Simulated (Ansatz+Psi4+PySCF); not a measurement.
A calculation with Psi4 1.11.

```
molecule {
0 1
C 0.000000 0.000000 0.667480
C 0.000000 0.000000 -0.667480
H 0.000000 0.922830 1.237690
H 0.000000 -0.922830 1.237690
H 0.000000 0.922830 -1.237690
H 0.000000 -0.922830 -1.237690
}

set basis cc-pVTZ
set reference rhf
set scf_type pk
energy('scf')
```

The input is written out from the run's settings.

Output:

| Property | Result |
| --- | --- |
| Converged | yes |
| Total energy | -78.06355 hartree |
| Spin squared of the determinant | 0.000 |
| Occupied orbitals by symmetry in an Abelian subgroup (alpha; beta) | 3 Ag 1 B3g 2 B1u 1 B2u 1 B3u; 3 Ag 1 B3g 2 B1u 1 B2u 1 B3u |
